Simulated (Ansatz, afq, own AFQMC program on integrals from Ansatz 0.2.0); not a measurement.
Ni, triplet → Ni⁺, quartet

A free Ni atom.

E(quartet, charge +1) − E(triplet, charge +0) at this geometry, on UHF and UHF determinants.

Basis def2-SVP. Only valence electrons are correlated. Ansatz 0.2.0 and our own AFQMC program on the same integrals; the CISD trial comes from CCSD amplitudes, and released means the phaseless constraint is let go. Free AFQMC starts from the CCSD state and is never constrained. Its projection time is finite, and what remains of the start isn't in its error. ± is one standard error of the sampling. The metal's outer-core s and p shells are frozen, which shifts wave-function levels against functionals. The errors of all members are added in quadrature.

No full CI on the walks' own integrals is used here; CCSDT(Q) serves as the reference and is uncertain by about the last step of the cluster series. Each member takes its own surest rung, up to full CI.

Errors are counted within def2-SVP, not against nature.

Cautions: no relativity below Rb; outer-core shells of the metal frozen; Ni (triplet): the ph-AFQMC/CISD walk drifts between its halves (2.4 errors); Ni⁺ (quartet): another spin lies lower, the ph-AFQMC/HF walk drifts between its halves (2.2 errors); this isn't the first ionization.

Reference (CCSDT(Q)): 7.977 eV.

```
         level  vertical ionization energy (eV)  error against CCSDT(Q) (eV)
            HF                            6.940                       -1.036
           MP2                            7.670                       -0.307
          CCSD                            7.933                       -0.044
       CCSD(T)                            7.975                       -0.002
         CCSDT                            7.979                        0.002
   ph-AFQMC/HF                    7.849 ± 0.038               -0.128 ± 0.038
 ph-AFQMC/CISD                    7.978 ± 0.009                0.001 ± 0.009
released AFQMC                    7.967 ± 0.014               -0.010 ± 0.014
    free AFQMC                    7.968 ± 0.014               -0.009 ± 0.014
```

Correlation beyond CCSD(T) adds 0.002 eV. The perturbative (T) step is worth +0.042 eV.

Free projections are given only where their last times agree within the noise and don't stop above the reference; a slow remainder of the start can still hide under it. A walk keeps the symmetry of its determinant, which the program's search chose and which needn't be the lowest solution, so a lower state of the same spin and another symmetry isn't excluded. Released energies are given only where the last usable release times agree within the noise; a slower fall can still hide under it.
